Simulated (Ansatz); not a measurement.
A ladder of methods for C2H2P− (SMILES C#C[PH-])

C2H2P−: 5 atoms, total charge -1, spin state singlet. SMILES: `C#C[PH-]`. Geometry: relaxed at GFN2-xTB.

| atom | x (Å) | y (Å) | z (Å) |
| --- | --- | --- | --- |
| C | -1.1107 | -0.6085 | -0.0011 |
| C | 0.0255 | -0.1991 | 0.0753 |
| P | 1.6912 | 0.2305 | 0.2714 |
| H | -2.1126 | -0.9174 | -0.1007 |
| H | 1.5066 | 1.4946 | -0.2449 |

Each level gives the energy change with the P3–H5 bond stretched from 1.378 to 3.445 Å (eV). The values are calculated.

```json
{"level": "SVWN5/STO-3G (restricted)", "kind": "LDA", "program": "Ansatz", "value (eV)": "5.34", "less FCI/STO-3G": "+0.91", "CPU time (all runs)": "1.6 s"}
{"level": "PBE/STO-3G (restricted)", "kind": "GGA", "program": "Ansatz", "value (eV)": "4.94", "less FCI/STO-3G": "+0.51", "CPU time (all runs)": "2.5 s"}
{"level": "r2SCAN/STO-3G (restricted)", "kind": "meta-GGA", "program": "Ansatz", "value (eV)": "5.25", "less FCI/STO-3G": "+0.82", "CPU time (all runs)": "5.7 s"}
{"level": "BHLYP/STO-3G (restricted)", "kind": "global hybrid", "program": "Ansatz", "value (eV)": "6.33", "less FCI/STO-3G": "+1.90", "CPU time (all runs)": "2.6 s"}
{"level": "HSE06/STO-3G (restricted)", "kind": "range-separated hybrid", "program": "Ansatz", "value (eV)": "5.72", "less FCI/STO-3G": "+1.29", "CPU time (all runs)": "3 s"}
{"level": "wB97M-V/STO-3G (restricted)", "kind": "range-separated hybrid", "program": "Ansatz", "value (eV)": "6.32", "less FCI/STO-3G": "+1.89", "CPU time (all runs)": "40 s"}
{"level": "B2PLYP/STO-3G (restricted)", "kind": "double hybrid", "program": "Ansatz", "value (eV)": "5.22", "less FCI/STO-3G": "+0.79", "CPU time (all runs)": "3.7 s"}
{"level": "MP2/STO-3G (restricted)", "kind": "perturbation theory", "program": "Ansatz", "value (eV)": "5.89", "less FCI/STO-3G": "+1.46", "CPU time (all runs)": "0.35 s"}
{"level": "CCSDT/STO-3G (restricted)", "kind": "coupled cluster or CI", "program": "Ansatz", "value (eV)": "4.43", "less FCI/STO-3G": "0.00", "CPU time (all runs)": "1.1 s"}
{"level": "FCI/STO-3G", "kind": "exact in the basis", "program": "Ansatz", "value (eV)": "4.43", "less FCI/STO-3G": "0.00", "CPU time (all runs)": "2.6 min"}
```

FCI/STO-3G is exact within its basis and frozen core, so for wave-function methods in that basis the difference is their error; functionals converge differently with the basis, so for them it is only a difference. Sets without diffuse functions describe the anion poorly. The first shape isn't each level's own minimum. The values span 4.43 to 6.33 eV. All rows use very small basis sets, so even the best lies far from the true value. Times are those of the runs behind each value, whatever else they computed, on shared processors of several kinds: orders of magnitude only.
